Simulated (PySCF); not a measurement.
**A rate constant, worked out**

An elementary step of CH₅ClSi, closed shell (CH₅ClSi ([CH3][SiH2][Cl]) → SiHCl ([SiH][Cl]) + CH₄; Si–C, Si–H broken or loosened, C–H formed or tightened). The start structure is the reactant molecule, and the electronic barrier above it is 3.321 eV by CCSD(T) at an estimated basis limit (MP2 extrapolated from triple and quadruple zeta, plus CCSD(T) − MP2 in triple zeta). Program: PySCF 2.14 with density fitting (its default auxiliary sets; JK sets also for MP2 and CCSD(T)). Basis: def2-TZVPP and def2-QZVPP. Cores are frozen in the correlated methods. Extrapolation: Hartree–Fock as exp(−7.88 √X), correlation as X^−2.97. Harmonic wavenumbers (analytic Hessian with the translational sum rule) at PBE0-D4/def2-TZVP (PySCF 2.14 with density fitting (its default auxiliary sets; JK sets also for MP2 and CCSD(T))), in cm⁻¹:

Start: 170, 198, 491, 529, 678, 699, 755, 883, 910, 958, 1279, 1443, 1448, 2235, 2240, 3050, 3135, 3148.

Saddle: 1271i, 141, 203, 426, 523, 555, 654, 735, 836, 972, 1182, 1434, 1447, 2197, 2247, 3065, 3171, 3198.

(1) Work out the transition-state-theory rate constant at 700 K from these numbers alone (harmonic vibrations; rotation, path degeneracy and anharmonicity left out), and the Wigner tunnelling factor. Use 1 cm⁻¹ = 1.2398 × 10⁻⁴ eV and k_B = 8.617 × 10⁻⁵ eV/K.

The T1 diagnostic stays at or below 0.013. The restricted Hartree–Fock reference is unstable towards an unrestricted one at one or more of these structures.

Results:

(1) Zero-point energies, half the sums: start 24249/2 cm⁻¹ = 1.5032 eV; saddle, real modes only, 22986/2 cm⁻¹ = 1.4250 eV.
Barrier with zero-point energy: 3.321 + 1.4250 − 1.5032 = 3.2428 eV.
k_BT = 0.06032 eV, so the barrier is 53.76 k_BT.
Vibrational partition functions from the zero-point level, ln q = −Σ ln(1 − exp(−hν/k_BT)): start 4.677, saddle 4.916.
k = (k_BT/h) exp(ln q‡ − ln q) exp(−E0/k_BT), with log₁₀(k_BT/h in s⁻¹) = 13.16: log₁₀ k = 13.16 + (0.239 − 53.76)/2.3026 = -10.08, so k ≈ 8 × 10^(-11) s⁻¹.
Wigner factor: 1 + (hν‡/k_BT)²/24 = 1 + (2.61)²/24 = 1.28. A change of 1 kcal/mol (0.043 eV) in the barrier would change k by a factor of 2.1 at this temperature.

Losses and insertions of silylenes and their heavier kin drive the gas-phase chemistry of silicon and germanium vapour deposition.

Labels in which every atom is bracketed show which atoms are joined, not bond orders.

For scale, one of the runs: CCSD(T)/def2-TZVPP, 185 basis functions, launched by `OMP_NUM_THREADS=4 python run.py`. The run took 3.5 min on 4 CPU threads of an Arm Neoverse V1 (shared host), with 1.7 GiB of host memory at its peak.
